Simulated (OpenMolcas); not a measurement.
**NH+ (SMILES [NH+]): a chain of runs**

We compute a single-point energy (UHF/6-31G**), then a single-point energy (CASSCF(3,3)/6-31G**), then a single-point energy (CASPT2(3,3)/6-31G**), then a single-point energy (SC-NEVPT2(3,3)/6-31G**), then a single-point energy (MRCI(3,3)/6-31G**) of NH+. 

The calculation is run with OpenMolcas 26.06.

### Step 1. Starting point

The species is NH+ (2 atoms), meant as a doublet with charge +1. As SMILES, `[NH+]`. The N1–H2 distance was set to 1.366 Å, away from the relaxed value.

Bond lengths: N1–H2 1.366 Å.

### Step 2. The energy at UHF/6-31G(d,p) (spherical functions) (run 1)

step1.input reads:

```
>>> EXPORT MOLCAS_PRINT=2
&GATEWAY
BASLIB=$CurrDir
COORD
2
angstrom
N        0.000000       0.000000      -0.273150
H        0.000000       0.000000       1.092650
BASIS=6-31Gss
GROUP=NoSym
&SEWARD
&SCF
UHF
CHARGE=1
SPIN=2
SCRAMBLE=0.25
PRORBITALS=1 1
```

The basis set 6-31G** is read from a file made from the Basis Set Exchange's data (not shown).

Launch:

```console
$ export MOLCAS_MEM=1860
$ pymolcas step1.input > step1.log
```

What it wrote:

```text
--- Start Module: gateway ---
[...]
--- Stop Module: gateway /rc=_RC_ALL_IS_WELL_ ---
--- Start Module: seward ---
[...]
      Basis functions           19
--- Stop Module: seward /rc=_RC_ALL_IS_WELL_ ---
[...]
--- Start Module: scf ---
[...]
       Convergence after  20 Iterations
[...]
::    Total SCF energy                                -54.4621665273
[...]
      Total spin, S                                     0.7580056598
[...]
      Total electronic charge=    7.000000
      Total            charge=    1.000000
[...]
      Dipole Moment (debye):
      Origin of the operator (angstrom)=    0.0000    0.0000   -0.1815
                   X=  5.9537E-02               Y=  1.1664E-02               Z=  2.9163E+00           Total=  2.9170E+00
      Center of Charge (angstrom)
[...]
--- Stop Module: scf /rc=_RC_ALL_IS_WELL_ ---
[...]
```

It took 3.6 s on 1 thread of AMD EPYC 7R43 (Zen 3), shared host; peak memory 0.37 GiB.

### Step 3. The energy at CASSCF(3,3)/6-31G(d,p) (spherical functions) (run 2)

step2.input reads:

```
* HN CASSCF

&GATEWAY
 BasLib=$CurrDir
 Coord
 2
 angstrom
 N        0.000000       0.000000      -0.273150
 H        0.000000       0.000000       1.092650
 Basis=6-31Gss
 Group=NoSym

&SEWARD

&RASSCF
 FileOrb=$CurrDir/step1.UnaOrb
 Spin=2
 Nactel=3 0 0
 Inactive=2
 Ras2=3
 OrbListing=Nothing
```

The basis set 6-31G** is read from a file made from the Basis Set Exchange's data (not shown).

Launch:

```console
$ export MOLCAS_MEM=1860
$ pymolcas step2.input > step2.log
```

What it wrote:

```text
--- Start Module: gateway ---
[...]
--- Stop Module: gateway /rc=_RC_ALL_IS_WELL_ ---
--- Start Module: seward ---
[...]
      Basis functions           19
--- Stop Module: seward /rc=_RC_ALL_IS_WELL_ ---
[...]
--- Start Module: rasscf ---
[...]
      Number of active orbitals                  3
[...]
      Spin quantum number                      0.5
[...]
      Active orbitals                            3
[...]
      Number of CSFs                             8
[...]
      Number of root(s) required                 1
[...]
      Convergence after 16 iterations
[...]
      printout of CI-coefficients larger than  0.05 for root  1
      energy=     -54.470053
      conf/sym  111     Coeff  Weight
             1  2u0  -0.98732 0.97481
             8  0u2  -0.15871 0.02519
      Natural orbitals and occupation numbers for root  1
      sym 1:   1.949619   1.000000   0.050381
      ************************************************************************************************************************
      *                                                    Final results                                                     *
[...]
::    RASSCF root number  1 Total energy:    -54.47005268
[...]
      Total electronic charge=    7.000000
      Total            charge=    1.000000
[...]
      Dipole Moment (debye):
      Origin of the operator (angstrom)=    0.0000    0.0000   -0.1815
                   X=  7.5130E-06               Y=  1.4660E-06               Z=  2.8119E+00           Total=  2.8119E+00
      Center of Charge (angstrom)
[...]
--- Stop Module: rasscf /rc=_RC_ALL_IS_WELL_ ---
[...]
```

It took 3.6 s on 1 thread of AMD EPYC 7R43 (Zen 3), shared host; peak memory 0.37 GiB.

### Step 4. The energy at CASPT2(3,3)/6-31G(d,p) (spherical functions) (run 3)

step3.inp reads:

```
* HN CASPT2

&gateway
  baslib = $CurrDir
  coord
  2
  angstrom
  N        0.000000       0.000000      -0.273150
  H        0.000000       0.000000       1.092650
  basis = 6-31Gss
  group = NoSym

&seward

&rasscf
  fileorb = $CurrDir/step2.RasOrb
  spin = 2
  nactel = 3 0 0
  inactive = 2
  ras2 = 3
  orblisting = Nothing

&caspt2
  imaginary = 0.1
  frozen = 1
```

The basis set 6-31G** is read from a file made from the Basis Set Exchange's data (not shown).

Launch:

```console
$ export MOLCAS_MEM=1860
$ pymolcas step3.inp > step3.log
```

What it wrote:

```text
--- Start Module: gateway ---
[...]
--- Stop Module: gateway /rc=_RC_ALL_IS_WELL_ ---
[...]
      Basis functions           19
[...]
--- Start Module: rasscf ---
[...]
      Number of active orbitals                  3
[...]
      Spin quantum number                      0.5
[...]
      Active orbitals                            3
[...]
      Number of CSFs                             8
[...]
      Number of root(s) required                 1
[...]
      Convergence after  4 iterations
[...]
      printout of CI-coefficients larger than  0.05 for root  1
      energy=     -54.470053
      conf/sym  111     Coeff  Weight
             1  2u0  -0.98732 0.97481
             8  0u2  -0.15871 0.02519
      Natural orbitals and occupation numbers for root  1
      sym 1:   1.949621   1.000000   0.050379
      ************************************************************************************************************************
      *                                                    Final results                                                     *
[...]
::    RASSCF root number  1 Total energy:    -54.47005268
[...]
      Total electronic charge=    7.000000
      Total            charge=    1.000000
[...]
      Dipole Moment (debye):
      Origin of the operator (angstrom)=    0.0000    0.0000   -0.1815
                   X=  7.7307E-06               Y=  1.5167E-06               Z=  2.8119E+00           Total=  2.8119E+00
      Center of Charge (angstrom)
[...]
--- Stop Module: rasscf /rc=_RC_ALL_IS_WELL_ ---
--- Start Module: caspt2 ---
[...]
      E2 (Variational):          -0.0828130615
      Total energy:             -54.5528657386
[...]
      Reference weight:           0.97212
[...]
::    CASPT2 Root  1     Total energy:    -54.55286574
[...]
--- Stop Module: caspt2 /rc=_RC_ALL_IS_WELL_ ---
[...]
```

It took 3.3 s on 1 thread of AMD EPYC 7R43 (Zen 3), shared host; peak memory 0.36 GiB.

### Step 5. A single-point energy at SC-NEVPT2(3,3)/6-31G(d,p) (spherical functions) (run 4)

step4.inp reads:

```
* HN NEVPT2

&gateway
  baslib=$CurrDir
  coord
  2
  angstrom
  N        0.000000       0.000000      -0.273150
  H        0.000000       0.000000       1.092650
  basis=6-31Gss
  group=NoSym

&seward

&rasscf
  fileorb=$CurrDir/step2.RasOrb
  spin=2
  nactel=3 0 0
  inactive=2
  ras2=3
  orblisting=Nothing

&caspt2
  sc-nevpt2
  frozen=1
```

The basis set 6-31G** is read from a file made from the Basis Set Exchange's data (not shown).

Launch:

```console
$ export MOLCAS_MEM=1860
$ pymolcas step4.inp > step4.log
```

What it wrote:

```text
--- Start Module: gateway ---
[...]
--- Stop Module: gateway /rc=_RC_ALL_IS_WELL_ ---
[...]
      Basis functions           19
[...]
--- Start Module: rasscf ---
[...]
      Number of active orbitals                  3
[...]
      Spin quantum number                      0.5
[...]
      Active orbitals                            3
[...]
      Number of CSFs                             8
[...]
      Number of root(s) required                 1
[...]
      Convergence after  4 iterations
[...]
      printout of CI-coefficients larger than  0.05 for root  1
      energy=     -54.470053
      conf/sym  111     Coeff  Weight
             1  2u0  -0.98732 0.97481
             8  0u2  -0.15871 0.02519
      Natural orbitals and occupation numbers for root  1
      sym 1:   1.949621   1.000000   0.050379
      ************************************************************************************************************************
      *                                                    Final results                                                     *
[...]
::    RASSCF root number  1 Total energy:    -54.47005268
[...]
      Total electronic charge=    7.000000
      Total            charge=    1.000000
[...]
      Dipole Moment (debye):
      Origin of the operator (angstrom)=    0.0000    0.0000   -0.1815
                   X=  7.7307E-06               Y=  1.5167E-06               Z=  2.8119E+00           Total=  2.8119E+00
      Center of Charge (angstrom)
[...]
--- Stop Module: rasscf /rc=_RC_ALL_IS_WELL_ ---
[...]
--- Start Module: caspt2 ---
[...]
      E2 (Variational):          -0.0784153986
[...]
      E2 (Variational):          -0.0783453565
      Total energy:             -54.5483980335
[...]
      Reference weight:           0.97521
[...]
::    SC-NEVPT2 Root  1     Total energy:    -54.54839803
[...]
--- Stop Module: caspt2 /rc=_RC_ALL_IS_WELL_ ---
[...]
```

It took 3.3 s on 1 thread of AMD EPYC 7R43 (Zen 3), shared host; peak memory 0.37 GiB.

### Step 6. The energy at MRCI(3,3)/6-31G(d,p) (spherical functions) (run 5)

step5.inp reads:

```
* HN MRCI
&gateway
baslib=$CurrDir
coord
2
angstrom
N        0.000000       0.000000      -0.273150
H        0.000000       0.000000       1.092650
basis=6-31Gss
group=NoSym
&seward
&rasscf
fileorb=$CurrDir/step2.RasOrb
spin=2
nactel=3 0 0
inactive=2
ras2=3
orblisting=Nothing
&motra
lumorb
frozen=1
&guga
electrons=5
spin=2
inactive=1
active=3
ciall=1
&mrci
sdci
```

The basis set 6-31G** is read from a file made from the Basis Set Exchange's data (not shown).

Launch:

```console
$ export MOLCAS_MEM=1860
$ pymolcas step5.inp > step5.log
```

What it wrote:

```text
--- Start Module: gateway ---
[...]
--- Stop Module: gateway /rc=_RC_ALL_IS_WELL_ ---
[...]
      Basis functions           19
[...]
      Number of active orbitals                  3
[...]
      Spin quantum number                      0.5
[...]
      Active orbitals                            3
[...]
      Number of CSFs                             8
[...]
      Number of root(s) required                 1
[...]
      Convergence after  4 iterations
[...]
      printout of CI-coefficients larger than  0.05 for root  1
      energy=     -54.470053
      conf/sym  111     Coeff  Weight
             1  2u0  -0.98732 0.97481
             8  0u2  -0.15871 0.02519
      Natural orbitals and occupation numbers for root  1
      sym 1:   1.949621   1.000000   0.050379
      ************************************************************************************************************************
      *                                                    Final results                                                     *
[...]
::    RASSCF root number  1 Total energy:    -54.47005268
[...]
      Dipole Moment (debye):
      Origin of the operator (angstrom)=    0.0000    0.0000   -0.1815
                   X=  7.7307E-06               Y=  1.5167E-06               Z=  2.8119E+00           Total=  2.8119E+00
      Center of Charge (angstrom)
[...]
--- Start Module: guga ---
[...]
--- Stop Module: guga /rc=_RC_ALL_IS_WELL_ ---
[...]
       (But an ACPF correction will be computed)
       USE THE DEFAULT ACPF G-VALUE GFAC=  0.40000000000000002
[...]
                      CI ENERGY:   -54.57165751
[...]
                ACPF CORRECTION:    -0.00315626
[...]
      Total electronic charge=    7.000000
      Total            charge=    1.000000
[...]
     ACPF CORRECTION:     -0.00315626
[...]
  CI State   1     Total energy:    -54.57165751     QDav:     -0.00537168     QACPF:     -0.00315626
[...]
```

Run time: 3.6 s. Hardware: 1 thread of AMD EPYC 7R43 (Zen 3), shared host; peak memory 0.37 GiB.

### Step 7. Results

```
                                              quantity         value
                      run 1, UHF/6-31G**: total energy  -54.46217 Eh
run 1, UHF/6-31G**: HOMO energy (highest over α and β)     -25.79 eV
 run 1, UHF/6-31G**: LUMO energy (lowest over α and β)      -9.98 eV
                              run 1, UHF/6-31G**: ⟨S²⟩         1.333
              run 2, CASSCF(3,3)/6-31G**: total energy  -54.47005 Eh
              run 3, CASPT2(3,3)/6-31G**: total energy  -54.55287 Eh
           run 4, SC-NEVPT2(3,3)/6-31G**: total energy  -54.54840 Eh
                run 5, MRCI(3,3)/6-31G**: total energy  -54.57166 Eh
```

⟨S²⟩ (run 1, UHF/6-31G**) is 1.33 where a pure doublet has 0.75: the reference is spin-contaminated.
